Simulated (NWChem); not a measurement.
Species: allene (C₃H₄); SMILES C=C=C

Results from NWChem. Pople sets run with spherical d functions. STO-3G and 3-21G are far too small for this property and stand as cheap habits. Coordinates come from a PBE-D3(BJ)/def2-SVP optimisation. Vertical excitations in the gas phase; the lowest state need not have the same character in each row.

| level | basis functions | lowest excitation, singlet (eV) | oscillator strength of that lowest state | lowest state with f > 0.02, singlet (eV) | oscillator strength of that bright state | orbital gap (eV) |
|---|---|---|---|---|---|---|
| Hartree-Fock/3-21G, CIS | 35 | 6.54 | 0.000 | 9.03 | 1.810 | 14.90 |
| Hartree-Fock/6-31G*, CIS | 50 | 6.36 | 0.000 | 8.74 | 1.710 | 14.82 |
| Hartree-Fock/def2-SVP, CIS | 62 | 6.31 | 0.000 | 8.59 | 1.714 | 14.61 |
| Hartree-Fock/def2-SVPD, CIS | 92 | 6.23 | 0.000 | 7.74 | 0.050 | 12.91 |
| Hartree-Fock/def2-TZVP, CIS | 117 | 6.19 | 0.000 | 8.18 | 1.548 | 14.23 |
| Hartree-Fock/aug-cc-pVDZ, CIS | 105 | 6.13 | 0.000 | 7.14 | 0.048 | 11.27 |
